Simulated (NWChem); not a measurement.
System: hydrogen peroxide (H2O2); SMILES OO

```xyz
4

O      0.0626    -0.7065    -0.0547
O     -0.0626     0.7065    -0.0547
H     -0.7294    -0.9624     0.4375
H      0.7294     0.9624     0.4375
```
Atoms are numbered in this order, from 1.

All runs: NWChem. Coordinates come from a PBE0/def2-SVP optimisation.

For level B3LYP/def2-TZVPD:

| Quantity | Value |
|---|---|
| highest occupied level (eV) | -7.89 |
| orbital gap (eV) | 7.67 |
| dipole (D) | 1.64 |

Question: Estimate the same quantities for level Hartree-Fock/def2-TZVPD.

Answer: 
- highest occupied level (eV) = -13.02
- orbital gap (eV) = 15.11
- dipole (D) = 1.75
